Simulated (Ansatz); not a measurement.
The first iterations of a band of H7Si3 (10 atoms, charge 1, multiplicity 1).

Theory: RKS BLYP-D4/def2-SVP (Ansatz).

```json
{
  "movable images": "7",
  "climbing image": "yes",
  "spring": "5.0 eV/Å²",
  "optimiser": "quadratic models (default)",
  "start path": "through a guess of the saddle point",
  "force threshold": "0.05 eV/Å",
  "iteration limit": "60",
  "end points": "relaxed"
}
```

Image 0:

```xyz
10
Properties=species:S:1:pos:R:3
Si -1.219 1.166 -1.332
Si 0.195 -0.565 -0.501
Si 1.114 -0.811 1.688
H -2.434 0.414 -1.781
H -0.431 1.717 -2.480
H -1.467 2.138 -0.230
H 0.523 -1.620 -1.520
H 1.943 -2.048 1.724
H -0.106 -0.853 2.556
H 1.882 0.461 1.875
```

Image 8:

```xyz
10
Properties=species:S:1:pos:R:3
Si -0.980 1.257 -1.439
Si -0.102 -0.684 -0.367
Si 1.066 -0.827 1.708
H -2.441 0.946 -1.546
H -0.294 1.249 -2.770
H -0.665 2.440 -0.591
H -0.336 -1.960 -1.126
H 2.245 0.069 1.487
H 1.411 -2.254 1.963
H 0.094 -0.235 2.681
```

| iteration | highest image above the first end (eV) | largest band force component (eV/Å) |
| --- | --- | --- |
| 1 | 0.895 | 4.426 |
| 2 | 0.183 | 1.659 |

Task: Does the band converge within its limit, and where does its top end?

Result: The forces met the threshold. It ended after 5 iterations with the highest image 0.000 eV above the first end. The highest image is an end point: on this band no image between the ends rises above it. Inner images lie up to 0.005 eV below the lower end, so the ends aren't the lowest states on this path. Limits of this set-up: the dipole of an ion depends on the origin.

Run time: 94 s on 1 thread of Arm Neoverse V2, with other jobs on the host, peak memory 0.28 GiB.
